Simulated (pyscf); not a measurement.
[HN–W(F)(F)(F)(F)–F]• + H₂ → H₂N–W(F)(F)(F)(F)–F + H•, a hydrogen abstraction (doublet surface; H–H broken, H–N formed). PySCF, gas phase, ωB97X-D3(BJ)/def2-SVP geometries. Energies in kJ/mol from the separated reactants.

Small-basis levels: PySCF, no dispersion term, spherical d functions. Open shells are spin-unrestricted. 

Task: Quick B3LYP/6-31G*+LANL2DZ single points give ΔE‡ = 21.6 kJ/mol and ΔE = -33.6 kJ/mol. What does ωB97M-D3(BJ)/def2-TZVP give, and how far is the quick result from it?

Result: ωB97M-D3(BJ)/def2-TZVP gives ΔE‡ = 26.1 kJ/mol and ΔE = -54.5 kJ/mol. B3LYP/6-31G*+LANL2DZ lies 4.5 kJ/mol under it in the barrier and 20.9 kJ/mol over it in the reaction energy, so on this step it does not hold to within 12.6 kJ/mol. ωB97M-D3(BJ)/def2-TZVP has limits of its own. One saddle was located; it need not be the lowest between these sides. The angle at the transferred H is 170°. Open-shell species with a d-block atom are single-reference here; other states, and whether the spin sits on metal or ligand, were not checked. In the def2 sets elements past Kr carry core potentials, without spin-orbit coupling.
